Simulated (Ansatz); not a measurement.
A displaced shape of singlet COS:

```yaml
atoms:
  - { symbol: O, position_ang: [0.0049, -0.0480, -1.6952] }
  - { symbol: C, position_ang: [0.0262, -0.0410, -0.5371] }
  - { symbol: S, position_ang: [-0.0474, -0.0003, 1.0222] }
```

It was optimised with HF/def2-SVP in Ansatz (development build ahead of 0.2.0) to forces under 0.001 eV/Å, with restricted orbitals. Each step stands on the lowest determinant of that kind that the program's search found.

(1) What shape does it relax to, and how does the optimisation go?

Results:

(1)

```xyz
3

O     0.0214   -0.0529   -1.6765
C    -0.0023   -0.0324   -0.5498
S    -0.0353   -0.0040    1.0162
```

Bond lengths: O1–C2 1.127 Å, C2–S3 1.567 Å. Angles: O1–C2–S3 180.0°.

```
step  E − E(start) (eV)  largest force (eV/Å)
   1             0.0000                3.6299
   2            -0.0617                0.3725
   3            -0.0649                0.3008
   4            -0.0697                0.0567
   5            -0.0697                0.0042
   6            -0.0697                0.0002
```

The optimisation ended after 6 steps with its threshold met.
